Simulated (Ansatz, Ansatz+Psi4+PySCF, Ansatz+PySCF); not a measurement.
```yaml
atoms:
  - { symbol: C, position_ang: [0.0000, -0.1732, 0.0000] }
  - { symbol: C, position_ang: [-1.4931, 0.0329, 0.0000] }
  - { symbol: C, position_ang: [0.7466, 0.0329, 1.2931] }
  - { symbol: C, position_ang: [0.7466, 0.0329, -1.2931] }
  - { symbol: H, position_ang: [-1.7541, 1.1175, 0.0000] }
  - { symbol: H, position_ang: [0.8771, 1.1175, 1.5191] }
  - { symbol: H, position_ang: [0.8771, 1.1175, -1.5191] }
  - { symbol: H, position_ang: [-1.9645, -0.4111, 0.8972] }
  - { symbol: H, position_ang: [-1.9645, -0.4111, -0.8972] }
  - { symbol: H, position_ang: [1.7593, -0.4110, 1.2527] }
  - { symbol: H, position_ang: [0.2052, -0.4110, 2.1499] }
  - { symbol: H, position_ang: [0.2052, -0.4110, -2.1499] }
  - { symbol: H, position_ang: [1.7593, -0.4110, -1.2527] }
```

Basis set: cc-pVTZ (spherical functions). Left uncorrelated: 4 orbitals. Correlation on ROHF uses semicanonical orbitals with singles. Charge 0, multiplicity 2.

Computed with Ansatz (development build ahead of 0.2.0); each method stands on the lowest determinant of its kind that the runs found.

The atomization energy at this shape (free ground-state atoms in the same class of orbitals less the molecule, no zero-point energy) of doublet C4H9:

```tsv
method	atomization energy
ROHF-MP2	4931.5 kJ/mol
UHF-MP2	4928.1 kJ/mol
UHF	3843.6 kJ/mol
```

What does ROHF give?

3881.8 kJ/mol.
